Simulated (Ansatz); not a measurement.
Born–Oppenheimer molecular dynamics of CH₆AlN (9 atoms, charge 0, multiplicity 1). It goes on from the last frame of an earlier run, with new velocities.

Method: RKS LDA/6-31G (Ansatz 0.2.0).

```yaml
ensemble: NVT, Nosé–Hoover chain
time_step: 1 fs
steps_asked: 250
set_temperature: 50 K
thermostat: time constant 300 fs, chain length 1
seed: 871150
```

First frame:

```xyz
9
Properties=species:S:1:pos:R:3
Al 0.005 -0.120 0.049
N -0.024 0.092 1.808
H -0.901 0.160 2.310
H 0.908 0.215 2.275
C 1.775 -0.004 -0.980
H 2.055 -0.906 -1.580
H 1.487 0.892 -1.573
H 2.620 0.354 -0.336
H -1.460 -0.230 -0.596
```

(1) How far do the bonds stretch over the last three quarters of this one trajectory? (Pairs bonded in most of those frames.)

Answers

(1) 
| bond | mean (Å) | spread (Å) | shortest | longest |
| --- | --- | --- | --- | --- |
| Al1–N2 | 1.793 | 0.024 | 1.76 | 1.84 |
| Al1–C5 | 1.958 | 0.034 | 1.90 | 2.02 |
| Al1–H9 | 1.622 | 0.023 | 1.58 | 1.66 |
| N2–H3 | 1.024 | 0.018 | 0.99 | 1.06 |
| N2–H4 | 1.023 | 0.014 | 0.99 | 1.06 |
| C5–H6 | 1.109 | 0.011 | 1.09 | 1.13 |
| C5–H7 | 1.108 | 0.015 | 1.08 | 1.14 |
| C5–H8 | 1.107 | 0.009 | 1.09 | 1.13 |

Mean temperature of the second half: 118 K. The conserved energy stayed within 0.59 meV per atom of its start (net change -0.4 meV per atom), so the integration is sound. The mean temperature of the second half is 136 % above the set value. A run of 0.25 ps of so small a system gives no equilibrium averages. Limits of this set-up: no polarisation functions.

Time of the run: 4.3 min on 1 thread of Arm Neoverse V2, on a shared host, peak memory 0.083 GiB.
